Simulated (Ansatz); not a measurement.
A geometry relaxed with Ansatz (a first-principles code) with PBE-D3(BJ)/def2-TZVP, charge 0, multiplicity 1:

```xyz
4

B      0.0000     0.0000    -0.0001
F      1.1778    -0.6068    -0.0325
F     -1.1143    -0.7170     0.0296
F     -0.0635     1.3238     0.0030
```

Question: Write the SMILES of this molecule.

Answer: `FB(F)F`
